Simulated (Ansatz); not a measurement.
The input, for Ansatz 0.2.0:

```yaml
crystal:
  periodic: [false, false, false]
  atoms:
    - {symbol: Cl, position_ang: [0.000000, -1.304400, 2.943319]}
    - {symbol: Ga, position_ang: [0.000000, 0.801025, -0.382231]}
    - {symbol: Cl, position_ang: [0.000000, -0.337623, -2.180743]}
    - {symbol: H, position_ang: [0.000000, 2.346191, -0.382231]}
basis:
  gaussian: {orbitals: def2-mTZVP}
magnetization: {spin_polarized: false}
hamiltonian: {xc: {name: PBE0}}
correlation: {method: ccsd, electrons: outside_noble_gas}
```

```sh
$ ansatz run in.yaml --threads 1 --pin off --events-out ev --progress --plain --max-ram 2393MiB
```

Output:

```
736 factors; integrals over basis functions are off by at most 8.1e-4 eV
mean field evaluation 1: about -77419.7397 eV, gradient 3.6e1 eV
mean field evaluation 2: about -77419.7540 eV, gradient 3.6e1 eV
mean field evaluation 4: about -77421.9445 eV, gradient 2.6e1 eV
mean field evaluation 8: about -77423.7329 eV, gradient 6.4e0 eV
mean field evaluation 16: about -77423.9312 eV, gradient 5.1e-3 eV
mean field evaluation 32: about -77423.4675 eV, gradient 4.4e0 eV
mean field -77423.93115077 eV, -2845.2769899653 hartree, gradient 2.7e-6 eV, S^2 0.000000; 2 other end points of the search recorded, 0 dependent functions left out; unrestricted orbitals would lower it
mean field evaluation 64: about -77357.3856 eV, gradient 2.0e0 eV
unrestricted determinant -77357.56673419 eV, -2842.8381426395 hartree, S^2 0.9427
24 core orbitals not correlated: weight in the atoms' cores, before any rotation towards them, 0.988 or more for the frozen orbitals, at most 0.016 for the correlated occupied ones
reference -77355.58330886 eV, -2842.7652531030 hartree; 9, 9 occupied and 50, 50 virtual orbitals, 736 factors
second order -9.98500255 eV of doubles, -0.44295489 eV of singles
cycle   1  -10.28340955 eV  change   -5.1e-1 eV  update   1.3e-1
cycle   2  -10.67068807 eV  change   -3.9e-1 eV  update   6.5e-2
cycle   3  -10.62919581 eV  change    4.1e-2 eV  update   5.3e-2
cycle   4  -10.70229424 eV  change   -7.3e-2 eV  update   2.5e-2
cycle   5  -10.76840110 eV  change   -6.6e-2 eV  update   2.0e-2
cycle   6  -10.75576407 eV  change    1.3e-2 eV  update   7.2e-3
cycle   7  -10.75368996 eV  change    2.1e-3 eV  update   3.3e-3
cycle   8  -10.75683589 eV  change   -3.1e-3 eV  update   1.0e-3
cycle   9  -10.75699539 eV  change   -1.6e-4 eV  update   4.0e-4
cycle  10  -10.75683536 eV  change    1.6e-4 eV  update   1.8e-4
cycle  11  -10.75682116 eV  change    1.4e-5 eV  update   7.2e-5
cycle  12  -10.75681472 eV  change    6.4e-6 eV  update   3.0e-5
cycle  13  -10.75683000 eV  change   -1.5e-5 eV  update   1.8e-5
cycle  14  -10.75683485 eV  change   -4.9e-6 eV  update   1.4e-5
cycle  15  -10.75683590 eV  change   -1.0e-6 eV  update   1.1e-5
WARN: these amplitudes may be one of several solutions (largest doubles amplitude 0.26, level shift 1.63 eV)
Total energy: -77366.34014476 eV, -2843.1605595309 hartree
```

Ran on 1 thread of Intel Xeon, shared host: 17 s wall, 0.26 GiB peak host memory.
